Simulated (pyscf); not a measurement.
**Routes from `[NH2][SiH]([Cl])[Cl]` + `[ClH]`**

Candidate steps break at most two bonds and form at most two. Each was searched with GFN2-xTB (tblite) first. PySCF, gas phase, ωB97X-D3(BJ)/def2-SVP geometries. Energies: ωB97M-D3(BJ)/def2-TZVP, kcal/mol, from the separated reactants, singlet surface; ΔG‡ with ideal gas, 1 atm, RRHO with modes under 100 cm⁻¹ raised to 100, one conformer, R ln 2 for chiral ones without a mode under 150 cm⁻¹.

| products | type | ΔE‡ | ΔE | ΔG‡ 298 K | ΔG‡ 900 K | ν‡ (cm⁻¹) |
|---|---|---|---|---|---|---|
| Cl–SiH(Cl)–Cl + NH₃ | four-centre exchange | 6.5 | -6.7 | 18.2 | 41.1 | 332i |
| H₂N–Si(Cl)(Cl)–Cl + H₂ | four-centre exchange | 32.5 | -18.4 | 43.5 | 66.5 | 889i |

Row 1: On the reactant side the descent ends in a complex, 5.4 kcal/mol under the separated species and 10.6 kcal/mol under the saddle at ωB97X-D3(BJ)/def2-TZVP. On the product side the descent ends in an adduct with a N–Si contact (not fully relaxed), 5.9 kcal/mol under the separated species and 19.5 kcal/mol under the saddle at ωB97X-D3(BJ)/def2-TZVP. 

Plain bond fissions and candidates not yet searched are not listed, and one of them may be faster. Each barrier is that of the saddle found; lower ones may exist.
